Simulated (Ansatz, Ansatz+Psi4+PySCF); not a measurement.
```xyz
2

B     0.0000    0.0000   -1.2710
Al    0.0000    0.0000    1.2710
```

Basis set: cc-pVTZ on B; cc-pV(T+d)Z on Al (spherical functions). Frozen core: 6 orbitals. Correlation on ROHF uses semicanonical orbitals with singles. Charge 0, multiplicity 3.

Computed with Ansatz (development build ahead of 0.2.0); the reference of a correlated method needn't be the lowest determinant of its kind.

Q: Give the atomization energy at this shape (free ground-state atoms in the same class of orbitals less the molecule, no zero-point energy) of triplet AlB by UHF-BCCD(T), ROHF-CCSD(T).

A:

| method | atomization energy |
| --- | --- |
| UHF-BCCD(T) | 35.71 kcal/mol |
| ROHF-CCSD(T) | 35.61 kcal/mol |

Caution: the reference determinant was not shown to be the lowest; the shape is not the minimum.
